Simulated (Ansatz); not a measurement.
`CCCO` at its PBE0-D4/def2-TZVP geometry, where that method's forces vanish. The species carries charge 0 and has multiplicity 1.

```
atom   x (Å)   y (Å)   z (Å)
  C1  -0.092   0.720   1.211
  C2   0.493  -0.371   0.331
  C3   0.173  -0.187  -1.141
  O4  -1.214  -0.200  -1.416
  H5  -1.175   0.781   1.085
  H6   0.119   0.538   2.266
  H7   0.325   1.697   0.950
  H8   0.125  -1.353   0.654
  H9   1.583  -0.406   0.443
 H10   0.528   0.790  -1.481
 H11   0.695  -0.949  -1.736
 H12  -1.561  -1.060  -1.165
```

Q: For each bond, give half the difference of the two atoms' forces along it (eV/Å; positive pushes the atoms apart) under PBE-D4, r2SCAN-D4, B3LYP-D4, ωB97M-V in def2-TZVPP. (Estimate.)

A: Ansatz gave: 
```
  bond  length (Å)  PBE-D4  r2SCAN-D4  B3LYP-D4  ωB97M-V
 C1–C2       1.518    0.01       0.11      0.19     0.18
 C1–H5       1.092    0.11      -0.04     -0.07    -0.08
 C1–H6       1.092    0.09      -0.04     -0.07    -0.08
 C1–H7       1.094    0.11      -0.03     -0.06    -0.08
 C2–C3       1.517   -0.03       0.04      0.11     0.09
 C2–H8       1.098    0.12      -0.04     -0.10    -0.11
 C2–H9       1.096    0.09      -0.04     -0.10    -0.11
 C3–O4       1.414    0.33       0.30      0.33     0.26
C3–H10       1.094    0.12      -0.06     -0.14    -0.14
C3–H11       1.099    0.06      -0.07     -0.14    -0.15
O4–H12       0.961    0.40       0.01     -0.04    -0.10
```

B3LYP here is the variant with VWN-RPA as its local correlation; programs differ in this.
